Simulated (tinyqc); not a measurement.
Worked calculation: CIS and TDHF on RHF in the sto-3g basis, frozen core, for BH2+, spin multiplicity 1. Computed by tinyqc, a small Python program that keeps every step (integrals from PySCF). Settings: charge = 1, multiplicity = 1, basis = sto-3g, method = RHF, frozen orbitals = 1, energy threshold = 1e-10, iteration cap = 64, orthogonalisation = symmetric, start = Wolfsberg-Helmholz matrix, DIIS depth = 6, TDHF = 1. Command: `OMP_NUM_THREADS=1 python tinyqc.py 26205 26206 out.jsonl` (the two numbers bound the seeds that draw the settings). One thread of a shared host (Intel(R) Xeon(R) Processor @ 2.60GHz), about 0.06 s of CPU time with the checks. The early iterations of the SCF are left out here.

## One-electron integrals

Geometry (angstrom):
```
atom,x,y,z
B,0.0000,0.0000,0.0000
H,0.0000,1.0930,0.4660
H,0.0000,-1.0930,0.4660
```

Basis sto-3g: exponents (1/bohr^2) and contraction coefficients of normalised primitives:
```
element,l (shell),exponent,coefficient
B,s (1),48.7911,0.1543
B,s (1),8.8874,0.5353
B,s (1),2.4053,0.4446
B,s (2),2.2370,-0.1000
B,s (2),0.5198,0.3995
B,s (2),0.1691,0.7001
B,p (3),2.2370,0.1559
B,p (3),0.5198,0.6077
B,p (3),0.1691,0.3920
H,s (1),3.4253,0.1543
H,s (1),0.6239,0.5353
H,s (1),0.1689,0.4446
```

Overlap, kinetic and nuclear-attraction integrals over the contracted functions; the nuclear repulsion is the sum of Za Zb / Rab.

nuclear repulsion = 4.695702 hartree

overlap S, lower triangle:
```
,1B 1s,1B 2s,1B 2px,1B 2py,1B 2pz,2H 1s,3H 1s
1B 1s,1.0000
1B 2s,0.2693,1.0000
1B 2px,0.0000,0.0000,1.0000
1B 2py,0.0000,0.0000,0.0000,1.0000
1B 2pz,0.0000,0.0000,0.0000,0.0000,1.0000
2H 1s,0.0668,0.4768,0.0000,0.4496,0.1917,1.0000
3H 1s,0.0668,0.4768,0.0000,-0.4496,0.1917,0.0872,1.0000
```

kinetic energy T (hartree), lower triangle:
```
,1B 1s,1B 2s,1B 2px,1B 2py,1B 2pz,2H 1s,3H 1s
1B 1s,10.8263
1B 2s,-0.0480,0.3592
1B 2px,0.0000,0.0000,1.1239
1B 2py,0.0000,0.0000,0.0000,1.1239
1B 2pz,0.0000,0.0000,0.0000,0.0000,1.1239
2H 1s,-0.0142,0.0889,0.0000,0.2123,0.0905,0.7600
3H 1s,-0.0142,0.0889,0.0000,-0.2123,0.0905,-0.0114,0.7600
```

nuclear attraction V (hartree), lower triangle:
```
,1B 1s,1B 2s,1B 2px,1B 2py,1B 2pz,2H 1s,3H 1s
1B 1s,-24.0381
1B 2s,-3.3793,-4.6305
1B 2px,0.0000,0.0000,-4.5193
1B 2py,0.0000,0.0000,0.0000,-4.7252
1B 2pz,-0.0146,-0.1270,0.0000,0.0000,-4.5567
2H 1s,-0.8451,-1.9584,0.0000,-1.7491,-0.7693,-3.6629
3H 1s,-0.8451,-1.9584,0.0000,1.7491,-0.7693,-0.3593,-3.6629
```

core Hamiltonian H = T + V (hartree), lower triangle:
```
,1B 1s,1B 2s,1B 2px,1B 2py,1B 2pz,2H 1s,3H 1s
1B 1s,-13.2118
1B 2s,-3.4272,-4.2714
1B 2px,0.0000,0.0000,-3.3954
1B 2py,0.0000,0.0000,0.0000,-3.6013
1B 2pz,-0.0146,-0.1270,0.0000,0.0000,-3.4328
2H 1s,-0.8593,-1.8696,0.0000,-1.5368,-0.6787,-2.9029
3H 1s,-0.8593,-1.8696,0.0000,1.5368,-0.6787,-0.3707,-2.9029
```

## Two-electron integrals

Functions are numbered as in S; the eight-fold symmetry (ij|kl) = (ji|kl) = (kl|ij) leaves the list below.

Two-electron integrals (ij|kl) in chemists' order, unique and non-zero (hartree):
```
i,j,k,l,(ij|kl)
1,1,1,1,2.9235
2,1,1,1,0.5184
2,1,2,1,0.1093
2,2,1,1,0.7442
2,2,2,1,0.1932
2,2,2,2,0.5448
3,1,3,1,0.0203
3,2,3,1,0.0300
3,2,3,2,0.1203
3,3,1,1,0.7425
3,3,2,1,0.1932
3,3,2,2,0.5447
3,3,3,3,0.5868
4,1,4,1,0.0203
4,2,4,1,0.0300
4,2,4,2,0.1203
4,3,4,3,0.0316
4,4,1,1,0.7425
4,4,2,1,0.1932
4,4,2,2,0.5447
4,4,3,3,0.5235
4,4,4,4,0.5868
5,1,5,1,0.0203
5,2,5,1,0.0300
5,2,5,2,0.1203
5,3,5,3,0.0316
5,4,5,4,0.0316
5,5,1,1,0.7425
5,5,2,1,0.1932
5,5,2,2,0.5447
5,5,3,3,0.5235
5,5,4,4,0.5235
5,5,5,5,0.5868
6,1,1,1,0.1283
6,1,2,1,0.0269
6,1,2,2,0.0478
6,1,3,3,0.0475
6,1,4,1,0.0018
6,1,4,2,0.0033
6,1,4,4,0.0481
6,1,5,1,0.0008
6,1,5,2,0.0014
6,1,5,4,2.65e-04
6,1,5,5,0.0476
6,1,6,1,0.0069
6,2,1,1,0.2866
6,2,2,1,0.0754
6,2,2,2,0.2312
6,2,3,3,0.2249
6,2,4,1,0.0077
6,2,4,2,0.0450
6,2,4,4,0.2409
6,2,5,1,0.0033
6,2,5,2,0.0192
6,2,5,4,0.0068
6,2,5,5,0.2278
6,2,6,1,0.0198
6,2,6,2,0.1310
6,3,3,1,0.0079
6,3,3,2,0.0359
6,3,4,3,0.0086
6,3,5,3,0.0037
6,3,6,3,0.0152
6,4,1,1,0.2390
6,4,2,1,0.0638
6,4,2,2,0.2064
6,4,3,3,0.1954
6,4,4,1,0.0135
6,4,4,2,0.0729
6,4,4,4,0.2258
6,4,5,1,0.0024
6,4,5,2,0.0158
6,4,5,4,0.0093
6,4,5,5,0.1978
6,4,6,1,0.0177
6,4,6,2,0.1372
6,4,6,4,0.1560
6,5,1,1,0.1019
6,5,2,1,0.0272
6,5,2,2,0.0880
6,5,3,3,0.0833
6,5,4,1,0.0024
6,5,4,2,0.0158
6,5,4,4,0.0889
6,5,5,1,0.0089
6,5,5,2,0.0426
6,5,5,4,0.0110
6,5,5,5,0.0917
6,5,6,1,0.0075
6,5,6,2,0.0585
6,5,6,4,0.0600
6,5,6,5,0.0408
6,6,1,1,0.4382
6,6,2,1,0.1175
6,6,2,2,0.4055
6,6,3,3,0.3812
6,6,4,1,0.0152
6,6,4,2,0.1163
6,6,4,4,0.4426
6,6,5,1,0.0065
6,6,5,2,0.0496
6,6,5,4,0.0262
6,6,5,5,0.3923
6,6,6,1,0.0316
6,6,6,2,0.2867
6,6,6,4,0.3276
6,6,6,5,0.1397
6,6,6,6,0.7746
7,1,1,1,0.1283
7,1,2,1,0.0269
7,1,2,2,0.0478
7,1,3,3,0.0475
7,1,4,1,-0.0018
7,1,4,2,-0.0033
7,1,4,4,0.0481
7,1,5,1,0.0008
7,1,5,2,0.0014
7,1,5,4,-2.65e-04
7,1,5,5,0.0476
7,1,6,1,0.0065
7,1,6,2,0.0179
7,1,6,4,0.0144
7,1,6,5,0.0068
7,1,6,6,0.0277
7,1,7,1,0.0069
7,2,1,1,0.2866
7,2,2,1,0.0754
7,2,2,2,0.2312
7,2,3,3,0.2249
7,2,4,1,-0.0077
7,2,4,2,-0.0450
7,2,4,4,0.2409
7,2,5,1,0.0033
7,2,5,2,0.0192
7,2,5,4,-0.0068
7,2,5,5,0.2278
7,2,6,1,0.0179
7,2,6,2,0.0862
7,2,6,4,0.0667
7,2,6,5,0.0375
7,2,6,6,0.1440
7,2,7,1,0.0198
7,2,7,2,0.1310
7,3,3,1,0.0079
7,3,3,2,0.0359
7,3,4,3,-0.0086
7,3,5,3,0.0037
7,3,6,3,0.0090
7,3,7,3,0.0152
7,4,1,1,-0.2390
7,4,2,1,-0.0638
7,4,2,2,-0.2064
7,4,3,3,-0.1954
7,4,4,1,0.0135
7,4,4,2,0.0729
7,4,4,4,-0.2258
7,4,5,1,-0.0024
7,4,5,2,-0.0158
7,4,5,4,0.0093
7,4,5,5,-0.1978
7,4,6,1,-0.0144
7,4,6,2,-0.0667
7,4,6,4,-0.0442
7,4,6,5,-0.0285
7,4,6,6,-0.1053
7,4,7,1,-0.0177
7,4,7,2,-0.1372
7,4,7,4,0.1560
7,5,1,1,0.1019
7,5,2,1,0.0272
7,5,2,2,0.0880
7,5,3,3,0.0833
7,5,4,1,-0.0024
7,5,4,2,-0.0158
7,5,4,4,0.0889
7,5,5,1,0.0089
7,5,5,2,0.0426
7,5,5,4,-0.0110
7,5,5,5,0.0917
7,5,6,1,0.0068
7,5,6,2,0.0375
7,5,6,4,0.0285
7,5,6,5,0.0250
7,5,6,6,0.0657
7,5,7,1,0.0075
7,5,7,2,0.0585
7,5,7,4,-0.0600
7,5,7,5,0.0408
7,6,1,1,0.0533
7,6,2,1,0.0140
7,6,2,2,0.0425
7,6,3,3,0.0415
7,6,4,4,0.0431
7,6,5,1,0.0011
7,6,5,2,0.0061
7,6,5,5,0.0428
7,6,6,1,0.0035
7,6,6,2,0.0200
7,6,6,4,0.0183
7,6,6,5,0.0098
7,6,6,6,0.0389
7,6,7,1,0.0035
7,6,7,2,0.0200
7,6,7,4,-0.0183
7,6,7,5,0.0098
7,6,7,6,0.0038
7,7,1,1,0.4382
7,7,2,1,0.1175
7,7,2,2,0.4055
7,7,3,3,0.3812
7,7,4,1,-0.0152
7,7,4,2,-0.1163
7,7,4,4,0.4426
7,7,5,1,0.0065
7,7,5,2,0.0496
7,7,5,4,-0.0262
7,7,5,5,0.3923
7,7,6,1,0.0277
7,7,6,2,0.1440
7,7,6,4,0.1053
7,7,6,5,0.0657
7,7,6,6,0.2417
7,7,7,1,0.0316
7,7,7,2,0.2867
7,7,7,4,-0.3276
7,7,7,5,0.1397
7,7,7,6,0.0389
7,7,7,7,0.7746
```

## Orthogonalisation

S = U s U^T; symmetric (Loewdin) form X = U s^(-1/2) U^T, so that X^T S X = 1.

eigenvalues of S: 0.2945  0.3191  0.8775  1.0000  1.0733  1.5938  1.8418

X, lower triangle:
```
,1B 1s,1B 2s,1B 2px,1B 2py,1B 2pz,2H 1s,3H 1s
1B 1s,1.0318
1B 2s,-0.1673,1.2991
1B 2px,0.0000,0.0000,1.0000
1B 2py,0.0000,0.0000,0.0000,1.2478
1B 2pz,-0.0102,0.1060,0.0000,0.0000,1.0416
2H 1s,0.0270,-0.3463,0.0000,-0.3450,-0.1363,1.2772
3H 1s,0.0270,-0.3463,0.0000,0.3450,-0.1363,-0.0374,1.2772
```

## Iteration 7 (converged): orbitals

converged F (hartree), lower triangle:
```
,1B 1s,1B 2s,1B 2px,1B 2py,1B 2pz,2H 1s,3H 1s
1B 1s,-7.9490
1B 2s,-2.3091,-1.4654
1B 2px,0.0000,0.0000,-0.1801
1B 2py,0.0000,0.0000,0.0000,-0.6864
1B 2pz,0.0080,-0.1112,0.0000,0.0000,-0.2289
2H 1s,-0.5842,-0.7587,0.0000,-0.5362,-0.1950,-0.7351
3H 1s,-0.5842,-0.7587,0.0000,0.5362,-0.1950,-0.1600,-0.7351
```

Diagonalise F' = X^T F X, C = X C', fill 3 alpha and 3 beta electrons from the bottom; D = 2 C_occ C_occ^T. Each column has its largest component positive (the first on a tie).

F' = X^T F X (hartree), lower triangle:
```
,1,2,3,4,5,6,7
1,-7.7600
2,-1.1688,-0.6816
3,0.0000,0.0000,-0.1801
4,0.0000,0.0000,0.0000,-0.2822
5,0.0044,0.0333,0.0000,0.0000,-0.1672
6,-0.0780,-0.4239,0.0000,-0.4508,-0.1518,-0.2551
7,-0.0780,-0.4239,0.0000,0.4508,-0.1518,-0.0706,-0.2551
```

orbital energies (hartree): MO1 -7.9535, MO2 -1.0042, MO3 -0.8728, MO4 -0.2326, MO5 -0.1801, MO6 0.2558, MO7 0.4062

coefficients C:
```
,MO1,MO2,MO3,MO4,MO5,MO6,MO7
1B 1s,0.9922,-0.2374,0.0000,0.1166,0.0000,-0.1998,0.0000
1B 2s,0.0306,0.6534,0.0000,-0.4977,0.0000,1.1363,0.0000
1B 2px,0.0000,0.0000,0.0000,0.0000,1.0000,0.0000,0.0000
1B 2py,0.0000,0.0000,0.5838,0.0000,0.0000,0.0000,1.2059
1B 2pz,0.0013,0.0981,0.0000,0.8581,0.0000,0.6224,0.0000
2H 1s,-0.0054,0.3068,0.3786,0.1977,0.0000,-0.8801,-0.9165
3H 1s,-0.0054,0.3068,-0.3786,0.1977,0.0000,-0.8801,0.9165
```

D after iteration 7, lower triangle:
```
,1B 1s,1B 2s,1B 2px,1B 2py,1B 2pz,2H 1s,3H 1s
1B 1s,2.0815
1B 2s,-0.2495,0.8557
1B 2px,0.0000,0.0000,0.0000
1B 2py,0.0000,0.0000,0.0000,0.6817
1B 2pz,-0.0441,0.1283,0.0000,0.0000,0.0193
2H 1s,-0.1564,0.4006,0.0000,0.4420,0.0602,0.4750
3H 1s,-0.1564,0.4006,0.0000,-0.4420,0.0602,-0.0983,0.4750
```

## Convergence

Stop when the energy changes by less than 1e-10 hartree and every element of the error matrix X^T (F D S - S D F) X is below 3e-06.

Course of the cycle:
```
iteration,E (hartree),change,largest element of the error matrix
1,-25.106284,-,2.75e-01
2,-25.141207,-3.49e-02,3.64e-02
3,-25.145223,-4.02e-03,1.09e-02
4,-25.145586,-3.64e-04,2.40e-04
5,-25.145587,-6.58e-08,2.40e-05
6,-25.145587,-1.25e-09,4.07e-06
7,-25.145587,-3.90e-11,4.75e-08
```

PySCF RHF in the same basis = -25.145587 hartree

Converged in 7 iterations.

## Integrals over molecular orbitals

(pq|rs) = sum C_ip C_jq C_kr C_ls (ij|kl), one index at a time.

one-electron integrals over orbitals h = C^T H C (hartree), lower triangle:
```
,1,2,3,4,5,6,7
1,-13.1983
2,0.2909,-3.5004
3,0.0000,0.0000,-3.3120
4,-0.1590,0.0638,0.0000,-3.3221
5,0.0000,0.0000,0.0000,0.0000,-3.3954
6,0.2100,-0.4805,0.0000,-0.2243,0.0000,-2.7020
7,0.0000,0.0000,-0.5370,0.0000,0.0000,0.0000,-2.6969
```

Two-electron integrals over orbitals (pq|rs), unique and non-zero (hartree); the lowest 1 orbital is frozen and left out:
```
p,q,r,s,(pq|rs)
2,2,2,2,0.4791
3,2,3,2,0.1478
3,3,2,2,0.4754
3,3,3,3,0.4966
4,2,2,2,0.0236
4,2,3,3,0.0166
4,2,4,2,0.0693
4,3,3,2,0.0189
4,3,4,3,0.0280
4,4,2,2,0.4507
4,4,3,3,0.4386
4,4,4,2,-0.0665
4,4,4,4,0.5902
5,2,5,2,0.0750
5,3,5,3,0.0201
5,4,5,2,-0.0281
5,4,5,4,0.0409
5,5,2,2,0.4755
5,5,3,3,0.4485
5,5,4,2,-0.0293
5,5,4,4,0.5135
5,5,5,5,0.5868
6,2,2,2,0.0419
6,2,3,3,0.0062
6,2,4,2,-0.0012
6,2,4,4,0.0637
6,2,5,5,0.0957
6,2,6,2,0.0869
6,3,3,2,-0.0725
6,3,4,3,-0.0211
6,3,6,3,0.0778
6,4,2,2,0.0232
6,4,3,3,0.0043
6,4,4,2,0.0125
6,4,4,4,0.0278
6,4,5,5,0.0312
6,4,6,2,0.0442
6,4,6,4,0.0307
6,5,5,2,0.0540
6,5,5,4,-0.0124
6,5,6,5,0.0463
6,6,2,2,0.4848
6,6,3,3,0.4810
6,6,4,2,0.0564
6,6,4,4,0.4183
6,6,5,5,0.4542
6,6,6,2,0.0238
6,6,6,4,0.0221
6,6,6,6,0.5339
7,2,3,2,-0.0196
7,2,4,3,-0.0280
7,2,6,3,0.0513
7,2,7,2,0.0533
7,3,2,2,0.0358
7,3,3,3,0.0247
7,3,4,2,-0.0472
7,3,4,4,0.1029
7,3,5,5,0.1022
7,3,6,2,0.0700
7,3,6,4,0.0277
7,3,6,6,-0.0092
7,3,7,3,0.1053
7,4,3,2,-0.0645
7,4,4,3,0.0091
7,4,6,3,0.0356
7,4,7,2,0.0027
7,4,7,4,0.0495
7,5,5,3,0.0167
7,5,7,5,0.0183
7,6,3,2,0.1223
7,6,4,3,0.0299
7,6,6,3,-0.0847
7,6,7,2,-0.0450
7,6,7,4,-0.0524
7,6,7,6,0.1295
7,7,2,2,0.4760
7,7,3,3,0.4971
7,7,4,2,-0.0006
7,7,4,4,0.4718
7,7,5,5,0.4683
7,7,6,2,0.0069
7,7,6,4,-7.86e-05
7,7,6,6,0.4908
7,7,7,3,0.0347
7,7,7,7,0.5282
```

## CIS matrix, singlets

A(ia,jb) = (e_a - e_i) d_ij d_ab + 2 (ia|jb) - (ij|ab).

CIS matrix A, singlet (hartree), lower triangle:
```
,2>4,2>5,2>6,2>7,3>4,3>5,3>6,3>7
2>4,0.4596
2>5,0.0000,0.4986
2>6,-0.0256,0.0000,0.9491
2>7,0.0000,0.0000,0.0000,1.0410
3>4,0.0000,0.0000,0.0000,0.0085,0.2575
3>5,0.0000,0.0000,0.0000,0.0000,0.0000,0.2844
3>6,0.0000,0.0000,0.0000,-0.0197,-0.0465,0.0000,0.8031
3>7,-0.0300,0.0000,0.0176,0.0000,0.0000,0.0000,0.0000,0.9924
```

## CIS singlet states

dipole integrals <i|r|a> (bohr):
```
,x,y,z
2>4,0.0000,0.0000,0.8342
2>5,0.8264,0.0000,0.0000
2>6,0.0000,0.0000,-0.0476
2>7,0.0000,-0.4999,0.0000
3>4,0.0000,0.1652,0.0000
3>5,0.0000,0.0000,0.0000
3>6,0.0000,-1.0538,0.0000
3>7,0.0000,0.0000,-0.5919
```

Diagonalise A (1 hartree = 27.211386 eV); each vector has its largest component positive (the first on a tie). The transition dipole is mu = sqrt2 sum c_ia <i|r|a>.

singlet excitation energies (eV): 6.8982  7.7398  12.4264  13.5671  21.9133  25.6667  27.2426  28.3755

lowest vectors:
```
,state 1,state 2,state 3,state 4,state 5,state 6
2>4,0.0000,0.0000,0.9973,0.0000,0.0000,-0.0278
2>5,0.0000,0.0000,0.0000,1.0000,0.0000,0.0000
2>6,0.0000,0.0000,0.0500,0.0000,0.0000,0.9355
2>7,-0.0086,0.0000,0.0000,0.0000,0.0860,0.0000
3>4,0.9964,0.0000,0.0000,0.0000,-0.0830,0.0000
3>5,0.0000,1.0000,0.0000,0.0000,0.0000,0.0000
3>6,0.0840,0.0000,0.0000,0.0000,0.9928,0.0000
3>7,0.0000,0.0000,0.0542,0.0000,0.0000,-0.3522
```

oscillator strengths 2/3 w |mu|^2: 0.0022  0.0000  0.3872  0.4540  1.3062  0.0249

## TDHF (RPA) singlet states

B(ia,jb) = 2 (ia|jb) - (ib|ja); the squared energies are the eigenvalues of (A - B)(A + B); 1 hartree = 27.211386 eV.

TDHF matrix B, singlet (hartree), lower triangle:
```
,2>4,2>5,2>6,2>7,3>4,3>5,3>6,3>7
2>4,0.0693
2>5,0.0000,0.0750
2>6,-0.0012,0.0000,0.0869
2>7,0.0000,0.0000,0.0000,0.0533
3>4,0.0000,0.0000,0.0000,-0.0088,0.0280
3>5,0.0000,0.0000,0.0000,0.0000,0.0000,0.0201
3>6,0.0000,0.0000,0.0000,0.0327,-0.0211,0.0000,0.0778
3>7,-0.0665,0.0000,0.0886,0.0000,0.0000,0.0000,0.0000,0.1053
```

squared energies w^2 (hartree^2): 0.0635  0.0805  0.2022  0.2430  0.6397  0.8831  0.9672  1.0841

TDHF energies from the positive w^2 (eV): 6.8563  7.7203  12.2368  13.4127  21.7647  25.5722  26.7608  28.3323

## CIS matrix, triplets

A(ia,jb) = (e_a - e_i) d_ij d_ab - (ij|ab).

CIS matrix A, triplet (hartree), lower triangle:
```
,2>4,2>5,2>6,2>7,3>4,3>5,3>6,3>7
2>4,0.3209
2>5,0.0000,0.3486
2>6,-0.0232,0.0000,0.7752
2>7,0.0000,0.0000,0.0000,0.9343
3>4,0.0000,0.0000,0.0000,0.0645,0.2016
3>5,0.0000,0.0000,0.0000,0.0000,0.0000,0.2441
3>6,0.0000,0.0000,0.0000,-0.1223,-0.0043,0.0000,0.6476
3>7,0.0645,0.0000,-0.1223,0.0000,0.0000,0.0000,0.0000,0.7818
```

## CIS triplet states

Diagonalise A (1 hartree = 27.211386 eV); each vector has its largest component positive (the first on a tie).

triplet excitation energies (eV): 5.3293  6.6431  8.4888  9.4847  16.4165  17.9158  24.6966  26.7859

lowest vectors:
```
,state 1,state 2,state 3,state 4,state 5,state 6
2>4,0.0000,0.0000,0.9911,0.0000,0.0000,0.0799
2>5,0.0000,0.0000,0.0000,1.0000,0.0000,0.0000
2>6,0.0000,0.0000,0.0148,0.0000,0.0000,0.7284
2>7,-0.0894,0.0000,0.0000,0.0000,0.3387,0.0000
3>4,0.9959,0.0000,0.0000,0.0000,0.0444,0.0000
3>5,0.0000,1.0000,0.0000,0.0000,0.0000,0.0000
3>6,-0.0148,0.0000,0.0000,0.0000,0.9398,0.0000
3>7,0.0000,0.0000,-0.1322,0.0000,0.0000,0.6805
```

## TDHF (RPA) triplet states

B(ia,jb) = - (ib|ja); the squared energies are the eigenvalues of (A - B)(A + B); 1 hartree = 27.211386 eV.

TDHF matrix B, triplet (hartree), lower triangle:
```
,2>4,2>5,2>6,2>7,3>4,3>5,3>6,3>7
2>4,-0.0693
2>5,0.0000,-0.0750
2>6,0.0012,0.0000,-0.0869
2>7,0.0000,0.0000,0.0000,-0.0533
3>4,0.0000,0.0000,0.0000,0.0472,-0.0280
3>5,0.0000,0.0000,0.0000,0.0000,0.0000,-0.0201
3>6,0.0000,0.0000,0.0000,-0.0700,0.0211,0.0000,-0.0778
3>7,0.0280,0.0000,-0.0513,0.0000,0.0000,0.0000,0.0000,-0.1053
```

squared energies w^2 (hartree^2): 0.0354  0.0592  0.0906  0.1159  0.3464  0.4121  0.8215  0.9646

TDHF energies from the positive w^2 (eV): 5.1227  6.6205  8.1928  9.2625  16.0151  17.4679  24.6633  26.7261
